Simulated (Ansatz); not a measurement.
# C3H6ClN: a ladder of functionals and wavefunction methods

One table from this session's results is given with a row withheld; the runs are named, their logs left out.

Method: functionals in def2-TZVPP, the program's frozen cores in correlated methods; program: Ansatz 0.2.0, Gaussian basis.

The runs, in order: LDA (SPW92), PBE-D4, revPBE-D4, BLYP-D4, r2SCAN-D4, B97M-V, PBE0-D4, B3LYP-D4, r2SCANh-D4, r2SCAN0-D4, HSE06-D4, BHLYP-D4, CAM-B3LYP-D4, LC-ωPBE, ωB97X-V, ωB97M-V, B2PLYP, PBE-QIDH; CCSD(T)/def2-SVP; CCSD(T)/def2-TZVPP; MP2/def2-QZVPP; extrapolation to the limit; RPA on PBE.

### The relaxed structure

The geometry comes from an earlier relaxation with PBE0-D4 in a triple-zeta def2 set; it is a stationary point, not always the lowest conformer.

11 atoms, charge 0, spin multiplicity 1.

Atoms are counted from 1 here; the program's logs count them from 0.

Bond lengths: C1–N2 1.433 Å, C1–H6 1.093 Å, C1–H7 1.093 Å, C1–H8 1.094 Å, N2–C3 1.242 Å, C3–C4 1.486 Å, C3–Cl5 1.791 Å, C4–H9 1.092 Å, C4–H10 1.092 Å, C4–H11 1.089 Å. Angles: N2–C1–H6 108.6°, N2–C1–H7 108.6°, N2–C1–H8 113.8°, H6–C1–H7 106.9°, H6–C1–H8 109.3°, H7–C1–H8 109.3°, C1–N2–C3 124.6°, N2–C3–C4 124.6°, N2–C3–Cl5 123.8°, C4–C3–Cl5 111.6°, C3–C4–H9 110.1°, C3–C4–H10 110.1°, C3–C4–H11 109.2°, H9–C4–H10 107.4°, H9–C4–H11 110.0°, H10–C4–H11 110.0°.

The first run:

Contents of in.yaml:

```yaml
crystal:
  periodic: [false, false, false]
  atoms:
    - {symbol: C, position_ang: [-1.463516, 1.198820, -0.178120]}
    - {symbol: N, position_ang: [-0.733153, -0.031749, -0.247253]}
    - {symbol: C, position_ang: [0.449006, -0.171893, 0.106635]}
    - {symbol: C, position_ang: [1.206399, -1.448667, 0.032358]}
    - {symbol: Cl, position_ang: [1.453057, 1.153924, 0.772291]}
    - {symbol: H, position_ang: [-1.818897, 1.450947, -1.180374]}
    - {symbol: H, position_ang: [-2.349324, 1.044740, 0.443172]}
    - {symbol: H, position_ang: [-0.882076, 2.034848, 0.221126]}
    - {symbol: H, position_ang: [1.554062, -1.737737, 1.026333]}
    - {symbol: H, position_ang: [2.088974, -1.325928, -0.598892]}
    - {symbol: H, position_ang: [0.560967, -2.224306, -0.376675]}
basis:
  gaussian: {orbitals: def2-TZVPP}
hamiltonian: {xc: lda}
output: {orbitals: {seedname: orbitals}}
```

The run is started by

```
> ansatz run in.yaml --threads 4 --pin off --events-out ev --progress --plain --max-ram 10444MiB
```

Among the steps run: LDA; PBE-D4 (GGA); revPBE-D4 (GGA); BLYP-D4 (GGA); r2SCAN-D4 (meta-GGA); B97M-V (meta-GGA); B3LYP-D4 (hybrid); r2SCANh-D4 (hybrid); r2SCAN0-D4 (hybrid); HSE06-D4 (hybrid); BHLYP-D4 (hybrid); CAM-B3LYP-D4 (range-separated); LC-ωPBE (range-separated); ωB97X-V (range-separated); ωB97M-V (range-separated); B2PLYP (double hybrid); PBE-QIDH (double hybrid).

One of the session's tables, all rows but one given; the rest of the session is left out.

It belongs to the step «Orbital energies across the functionals». 

```
  functional  HOMO (eV)  gap (eV)
 LDA (SPW92)      -6.40      5.00
      PBE-D4      -6.29      5.10
   revPBE-D4      -6.24      5.12
     BLYP-D4      -6.17      5.11
   r2SCAN-D4      -6.60      5.62
      B97M-V          ?         ?
     PBE0-D4      -7.70      7.58
    B3LYP-D4      -7.46      7.10
  r2SCANh-D4      -7.12      6.54
  r2SCAN0-D4      -7.92      7.92
    HSE06-D4      -7.30      6.79
    BHLYP-D4      -9.05     10.15
CAM-B3LYP-D4      -9.07     10.15
     LC-ωPBE     -10.38     12.64
     ωB97X-V     -10.07     12.26
     ωB97M-V      -9.98     12.09
```

**Question.** Estimate the row for B97M-V.

The run gave: HOMO (eV): -6.76; gap (eV): 5.90. In the column «HOMO (eV)» it lies between r2SCANh-D4 (-7.12) and r2SCAN-D4 (-6.60).
